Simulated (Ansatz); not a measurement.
# Molecular dynamics of CH5AlO

Input file:

```yaml
crystal:
  periodic: [false, false, false]
  atoms:
    - { symbol: Al, position_ang: [-0.041195, -0.170918, -0.079787] }
    - { symbol: H, position_ang: [0.143732, -0.154076, 1.514289] }
    - { symbol: O, position_ang: [1.355783, -0.376833, -1.073314] }
    - { symbol: H, position_ang: [2.244367, -0.483243, -0.698311] }
    - { symbol: C, position_ang: [-1.756066, 0.027765, -0.998133] }
    - { symbol: H, position_ang: [-2.46085, -0.78097, -0.707401] }
    - { symbol: H, position_ang: [-2.250084, 0.985749, -0.727491] }
    - { symbol: H, position_ang: [-1.639487, 0.000626, -2.100451] }
basis:
  gaussian: { orbitals: def2-SVP }
hamiltonian:
  xc: pbe
md:
  timestep: 1.0
  n_steps: 100
  ensemble: nve
  temperature: 1500.0
  initial_velocities: maxwell_boltzmann
  seed: 549178
```

Run as:

```bash
$ ansatz run input.yaml --threads 1 --pin off --max-ram 2048MiB --backend cpu --events-out ev --progress --plain --runs-dir out
```

It starts from a relaxed structure.

Output, in part (one step line in 4, the closing report, with atoms numbered from 0):

```
md step     0: t =     0.00 fs  T =  1500.0 K  F+E_penalty+E_count = -9751.69432583 eV  E_kin = 1.163340 eV  conserved = -9750.53098584 eV  (24 SCF iters)
md step     4: t =     4.00 fs  T =   717.9 K  F+E_penalty+E_count = -9751.05694736 eV  E_kin = 0.556795 eV  conserved = -9750.50015264 eV  (28 SCF iters)
md step     8: t =     8.00 fs  T =   773.2 K  F+E_penalty+E_count = -9751.11780695 eV  E_kin = 0.599685 eV  conserved = -9750.51812208 eV  (27 SCF iters)
md step    12: t =    12.00 fs  T =   916.3 K  F+E_penalty+E_count = -9751.22963369 eV  E_kin = 0.710651 eV  conserved = -9750.51898278 eV  (27 SCF iters)
md step    16: t =    16.00 fs  T =   459.1 K  F+E_penalty+E_count = -9750.85299270 eV  E_kin = 0.356089 eV  conserved = -9750.49690329 eV  (27 SCF iters)
md step    20: t =    20.00 fs  T =   475.9 K  F+E_penalty+E_count = -9750.86269194 eV  E_kin = 0.369080 eV  conserved = -9750.49361194 eV  (27 SCF iters)
md step    24: t =    24.00 fs  T =   740.2 K  F+E_penalty+E_count = -9751.07099912 eV  E_kin = 0.574064 eV  conserved = -9750.49693525 eV  (27 SCF iters)
md step    28: t =    28.00 fs  T =  1000.3 K  F+E_penalty+E_count = -9751.27868959 eV  E_kin = 0.775831 eV  conserved = -9750.50285876 eV  (26 SCF iters)
md step    32: t =    32.00 fs  T =   784.3 K  F+E_penalty+E_count = -9751.09539877 eV  E_kin = 0.608238 eV  conserved = -9750.48716064 eV  (27 SCF iters)
md step    36: t =    36.00 fs  T =   723.5 K  F+E_penalty+E_count = -9751.05625250 eV  E_kin = 0.561107 eV  conserved = -9750.49514506 eV  (27 SCF iters)
md step    40: t =    40.00 fs  T =   713.8 K  F+E_penalty+E_count = -9751.06049489 eV  E_kin = 0.553564 eV  conserved = -9750.50693056 eV  (28 SCF iters)
md step    44: t =    44.00 fs  T =   677.3 K  F+E_penalty+E_count = -9751.02987490 eV  E_kin = 0.525251 eV  conserved = -9750.50462348 eV  (27 SCF iters)
md step    48: t =    48.00 fs  T =   575.4 K  F+E_penalty+E_count = -9750.95600803 eV  E_kin = 0.446226 eV  conserved = -9750.50978224 eV  (28 SCF iters)
md step    52: t =    52.00 fs  T =   668.5 K  F+E_penalty+E_count = -9751.02785972 eV  E_kin = 0.518491 eV  conserved = -9750.50936905 eV  (27 SCF iters)
md step    56: t =    56.00 fs  T =   922.1 K  F+E_penalty+E_count = -9751.23227246 eV  E_kin = 0.715119 eV  conserved = -9750.51715305 eV  (26 SCF iters)
md step    60: t =    60.00 fs  T =   865.0 K  F+E_penalty+E_count = -9751.17994264 eV  E_kin = 0.670885 eV  conserved = -9750.50905739 eV  (27 SCF iters)
md step    64: t =    64.00 fs  T =   942.9 K  F+E_penalty+E_count = -9751.24403198 eV  E_kin = 0.731287 eV  conserved = -9750.51274522 eV  (27 SCF iters)
md step    68: t =    68.00 fs  T =   730.9 K  F+E_penalty+E_count = -9751.07597641 eV  E_kin = 0.566861 eV  conserved = -9750.50911589 eV  (27 SCF iters)
md step    72: t =    72.00 fs  T =   706.3 K  F+E_penalty+E_count = -9751.04774053 eV  E_kin = 0.547754 eV  conserved = -9750.49998653 eV  (27 SCF iters)
md step    76: t =    76.00 fs  T =   828.3 K  F+E_penalty+E_count = -9751.15151149 eV  E_kin = 0.642414 eV  conserved = -9750.50909751 eV  (26 SCF iters)
md step    80: t =    80.00 fs  T =   633.9 K  F+E_penalty+E_count = -9750.98724941 eV  E_kin = 0.491615 eV  conserved = -9750.49563440 eV  (27 SCF iters)
md step    84: t =    84.00 fs  T =   745.9 K  F+E_penalty+E_count = -9751.07562690 eV  E_kin = 0.578492 eV  conserved = -9750.49713477 eV  (27 SCF iters)
md step    88: t =    88.00 fs  T =   936.9 K  F+E_penalty+E_count = -9751.22657449 eV  E_kin = 0.726608 eV  conserved = -9750.49996622 eV  (27 SCF iters)
md step    92: t =    92.00 fs  T =   833.5 K  F+E_penalty+E_count = -9751.14819898 eV  E_kin = 0.646441 eV  conserved = -9750.50175823 eV  (28 SCF iters)
md step    96: t =    96.00 fs  T =   563.5 K  F+E_penalty+E_count = -9750.93629912 eV  E_kin = 0.436991 eV  conserved = -9750.49930847 eV  (26 SCF iters)
md step   100: t =   100.00 fs  T =   999.5 K  F+E_penalty+E_count = -9751.28921594 eV  E_kin = 0.775199 eV  conserved = -9750.51401718 eV  (26 SCF iters)
Total energy: -9751.28925239 eV, -358.3532703642 hartree
Atom 0 at    -0.052922    -0.100940    -0.142638 Å, force     1.233140     0.912698     0.825930 eV/Å
Atom 1 at    -0.110361     0.586929     1.367926 Å, force     0.432240    -0.491201    -0.369950 eV/Å
Atom 2 at     1.390506    -0.535212    -1.020510 Å, force    -0.443018    -0.133507     0.364664 eV/Å
Atom 3 at     2.261306    -0.745071    -0.643187 Å, force    -0.140314     0.112311     0.012798 eV/Å
Atom 4 at    -1.737866     0.036473    -0.952163 Å, force    -1.608695     1.737776     2.239987 eV/Å
Atom 5 at    -1.920453    -0.510768    -1.799164 Å, force    -0.573527    -1.912255    -2.862873 eV/Å
Atom 6 at    -2.502188    -0.288689    -0.181640 Å, force     0.457917    -0.124377    -0.276517 eV/Å
Atom 7 at    -2.144702     1.062578    -1.166807 Å, force     0.642258    -0.101446     0.065961 eV/Å
Dipole moment:     0.081543    -0.178211     0.064109 e Å
```

All steps were run. The conserved energy wandered by up to 5.9 meV per atom (net 2.1 meV per atom), which is poor conservation. The temperature averaged 0.52 of the 1500 K drawn at the start: a run that starts near a minimum puts about half its kinetic energy into the potential. A run of 0.1 ps of so small a system gives no equilibrium averages.

The same pairs are bonded in the first frame and the last. Pairs count as bonded within 1.25 times the sum of covalent radii (0.12 Å more for H–H).

Last frame:

```xyz
8
Properties=species:S:1:pos:R:3
Al -0.053 -0.101 -0.143
H -0.110 0.587 1.368
O 1.391 -0.535 -1.020
H 2.261 -0.745 -0.643
C -1.738 0.036 -0.952
H -1.921 -0.511 -1.799
H -2.502 -0.289 -0.182
H -2.145 1.063 -1.167
```

The run took 4.8 min on 1 thread of AMD EPYC 7R43 64-Core Processor (Zen 3) (shared host), peak memory 0.12 GiB.
